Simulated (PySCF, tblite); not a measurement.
Isomers of [C5H10P]+ (charge +1). Level: GFN2-xTB in tblite, geometry and Hessian alike; calculated harmonic values, unscaled, isolated species. The method is semi-empirical: single wavenumbers can be off by several per cent or more. Modes of hydrogen on phosphorus can be 10 to 20 % off. One conformer each.

Electronic energies: PBE0/pcSseg-1 single points on the GFN2-xTB geometries (PySCF, gas phase).

```tsv
SMILES	electronic energy, lowest = 0 (kJ/mol)
C#CC[PH+](C)C	150.4
CCC1=C[P@H+]1C	171.0
C[P@@H+]1C=CCC1	0.0
CC(C)C1=C[PH2+]1	285.4
```

**Question.** How do GFN2-xTB zero-point energies change the relative energies?

**Answer.** 
```
          SMILES  ZPE (kJ/mol)  of it from modes above 1550 cm⁻¹  electronic (kJ/mol)  with ZPE, lowest = 0 (kJ/mol)  lowest mode (cm⁻¹)  rings
 C[P@@H+]1C=CCC1         347.7                             185.9                  0.0                            0.0                  55      1
   C#CC[PH+](C)C         335.5                             190.7                150.4                          138.1                  59      0
  CCC1=C[P@H+]1C         340.7                             187.0                171.0                          163.9                  49      1
CC(C)C1=C[PH2+]1         335.4                             185.3                285.4                          273.1                  47      1
```

The zero-point energies span 12.3 kJ/mol, from `CC(C)C1=C[PH2+]1` to `C[P@@H+]1C=CCC1`. The order is unchanged.

**Question.** And how do the electronic energies of GFN2-xTB itself compare?

**Answer.** `C[P@@H+]1C=CCC1` 0.0; `C#CC[PH+](C)C` 125.7; `CCC1=C[P@H+]1C` 204.8; `CC(C)C1=C[PH2+]1` 227.6 kJ/mol, lowest = 0. Against the energies above, taken from the same isomer `C[P@@H+]1C=CCC1`, the largest difference is 57.8 kJ/mol.

**Question.** What do entropy and thermal enthalpy add at 298.15 K and 1 bar (rigid rotor, harmonic oscillator, one conformer each)?

**Answer.** 
```csv
SMILES,point group,symmetry number,S (J/(mol K)),H − H(0) (kJ/mol),ZPE + H − H(0) − TS (kJ/mol)
C[P@@H+]1C=CCC1,C1,1,348.9,21.49,265.2
CCC1=C[P@H+]1C,C1,1,381.0,25.47,252.5
CC(C)C1=C[PH2+]1,C1,1,381.8,26.21,247.8
```

Not tabulated: `C#CC[PH+](C)C` (point group not settled).
